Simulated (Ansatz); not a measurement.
**AlBCl+ (triplet): wave-function methods side by side, def2-TZVPP**

One table from this session's results is given with a row withheld; the runs are named, their logs left out.

Computed with Ansatz 0.2.0, Gaussian basis. Level: def2-TZVPP, core rule «outside noble gas», up to 11 orbitals frozen.

The runs, in order: UHF; ROHF; CCSD(T) on UHF.

2 further runs of the same task are left out: 2 set aside as unsound or not needed.

## The geometry

The geometry is a PBE0/def2-TZVP stationary point (not a proven minimum) of the parent state, kept for this charge and spin.

3 atoms, charge 1, spin multiplicity 3.

Atoms are counted from 1 here; the program's logs count them from 0.

Bond lengths: B1–Al2 2.149 Å, Al2–Cl3 2.113 Å. Angles: B1–Al2–Cl3 121.7°.

The first run:

File in.yaml:

```yaml
crystal:
  periodic: [false, false, false]
  atoms:
    - {symbol: B, position_ang: [0.000000, 0.761887, -2.406751]}
    - {symbol: Al, position_ang: [0.000000, -0.553323, -0.706867]}
    - {symbol: Cl, position_ang: [0.000000, 0.188778, 1.271874]}
basis:
  gaussian: {orbitals: def2-TZVPP}
total_charge: 1
magnetization: {spin_polarized: true, initial_magnetization: 2}
hamiltonian: {xc: hf}
output: {orbitals: {seedname: orbitals}}
```

Launch:

```bash
> ansatz run in.yaml --threads 1 --pin off --events-out ev --progress --plain --max-ram 4096MiB --backend cpu
```

Steps of the session up to this table: UHF; ROHF; CCSD(T) on UHF.

One of the session's tables, all rows but one given; the rest of the session is left out.

| method | from UCCSD(T) (kcal/mol) |
| --- | --- |
| ROHF | +203.14 |
| UHF | ? |
| UMP2 | +31.93 |
| UCCSD | +9.09 |
| UCCSD(T) | 0 |

**Question.** Estimate the row for UHF.

As computed: from UCCSD(T) (kcal/mol): +198.28. In the column «from UCCSD(T) (kcal/mol)» it lies between UMP2 (+31.93) and ROHF (+203.14).

To keep in mind: Warnings: coupled cluster took another determinant than the lowest.
